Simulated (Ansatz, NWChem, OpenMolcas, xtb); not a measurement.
# Ligand exchange: HCN + SiH2(CH3)(NH2) → CH2N2 + SiH3(CH3)

Species: HCN (hydrogen cyanide) `C#N`, singlet; SiH2(CH3)(NH2), singlet; CH2N2 (cyanamide) `N#CN`, singlet; SiH3(CH3), singlet. The partners trade H for NH2: C–H and Si–NH2 bonds give way to C–NH2 and Si–H.

Shapes, held fixed at every level: PBE0-D4/def2-TZVP. Flexible molecules stand in one conformer, not always the lowest. Programs: Ansatz 0.2.0, NWChem 7.3.0, OpenMolcas 26.06, xtb 6.7.1. A level may come from different programs for different species; with the same settings they agree closely. The zero-point and thermal change to 298 K, harmonic and unscaled (PBE0-D4/def2-TZVP), is -2.8 kJ/mol.

| level | kind | ΔH(298 K) (kJ/mol) | less CCSD(T)/CBS estimate |
| --- | --- | --- | --- |
| GFN2-xTB | semi-empirical | -20.5 | -113.5 |
| HF/def2-SVP | Hartree–Fock | +60.6 | -32.4 |
| B3LYP/6-31G* (Cartesian functions) | global hybrid | +55.2 | -37.8 |
| PBE0-D4/def2-TZVPP | global hybrid | +67.3 | -25.7 |
| r2SCAN0-D4/def2-TZVPP | global hybrid | +74.5 | -18.5 |
| wB97X-V/def2-TZVPP | range-separated hybrid | +77.1 | -15.9 |
| MP2/def2-SVP | perturbation theory | +67.4 | -25.6 |
| CCSD(T)/def2-TZVPP | coupled cluster or CI | +87.6 | -5.4 |
| CCSD(T)/CBS estimate | coupled cluster or CI | +93.0 | 0.0 |

The highest level, CCSD(T)/CBS estimate, gives ΔH(298 K) = +93.0 kJ/mol; the levels span -20.5 to +93.0. They disagree on the sign: 8 of 9 are positive. GFN2-xTB strays far from the other rows. The column of differences is taken from that level and isn't an error. No measured value is set beside it here. The CBS estimate extrapolates MP2 from def2-TZVPP and def2-QZVPP and adds CCSD(T) − MP2 in the triple-zeta set, cores frozen.
